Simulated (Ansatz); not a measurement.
**Isomers and spin states of CHO**

Ansatz 0.2.0, basis cc-pVDZ; geometries are PBE0/def2-TZVP minima. Wave-function levels freeze the cores; HF, MP2 and coupled cluster are restricted for singlets and unrestricted otherwise, Kohn–Sham unrestricted where that lies lower. NEVPT2 and MRCISD+Q stand on CASSCF in the full valence space. The reference is CCSDTQ (coupled cluster only where its series has nearly closed). Semilocal and hybrid functionals correlate all electrons outside any core potential and usually lie nearer their basis limit than the reference, so part of their error here is the reference's basis and frozen-core error; RPA and the MP2 part of double hybrids freeze the same cores as the reference. None of these values is a measured one. Energies are electronic, without zero-point terms. The set is small: such energies can lie up to about 0.3 eV from the limit, spin gaps mostly less, so near ties and functionals' places can change in larger sets. No spin–orbit coupling and no scalar relativity. The species are chosen: bound, without strong static correlation by their natural occupations or amplitudes, and with a ladder that closes on the reference, so errors are smaller than for species at large; levels whose determinant breaks symmetry or spin markedly are left out.

A. doublet; C–O 1.265, O–H 0.984, angle at O 114°. Coordinates (Å): O 0.000 -0.101 0.500; C 0.000 0.074 -0.753; H 0.000 0.730 1.027
B. doublet; C–O 1.169, C–H 1.125, angle at C 125°. Coordinates (Å): O 0.000 0.075 0.542; C 0.000 -0.152 -0.604; H 0.000 0.630 -1.413

Q: From bonding and spin, estimate the order of these in energy at CCSDTQ, each at its own geometry.

A: At CCSDTQ, above the lowest of those listed: B (0.000 eV), A (1.785 eV).

| level | A less B (eV) |
| --- | --- |
| CCSDTQ | 1.785 |
| CCSD(T) | 1.778 |
| CCSDT | 1.778 |
| NEVPT2 | 1.901 |
| MRCISD+Q | 1.821 |
| PBE | 1.892 |
| r2SCAN | 1.827 |
| B3LYP | 1.794 |
| wB97M-V | 1.740 |

Every level shown puts the same form lowest.

The geometries are PBE0's, not this basis's own minima.
